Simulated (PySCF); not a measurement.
## NaCl⁺: from constants to spectrum

UHF-CCSD(T) constants of NaCl⁺, ²Π (doublet), unpaired electrons π ↑ (PySCF, no relativity, basis sets Na def2-SVP, Cl def2-SVP; masses 22.9898 and 34.9689 u):

```
ωe             : 154.5 cm⁻¹
ωexe           : 2.17 cm⁻¹
Be             : 0.15022 cm⁻¹
αe             : 0.00258 cm⁻¹
De to Na⁺ + Cl : 0.415 eV
```

Q: What force constant and bond length do these constants imply?

A: Reduced mass μred = 13.871 u; k = 5.8918×10⁻⁷·μred·ωe² (u, cm⁻¹, mdyn/Å) = 0.195 mdyn/Å; Re = √(16.8576/(μred·Be)) (u, cm⁻¹, Å) = 2.844 Å.

Q: Estimate the centrifugal constant D from the Kratzer relation and find the Dunham coefficient a1.

A: D = 4Be³/ωe² = 5.68e-07 cm⁻¹; a1 = −1 − αeωe/(6Be²) = -3.94.

Correlated steps freeze 6 core orbitals. Correlated levels converge slowly with the basis: in double zeta they bind strong bonds too weakly, by up to about 1 eV, and carry superposition errors of some tenths. For an ion De counts to the pair picked by the measured ionisation energies or electron affinities, which need not be the lowest pair at this level. The state is the lowest determinant that a PBE0 search found; another state may lie lower at other levels.
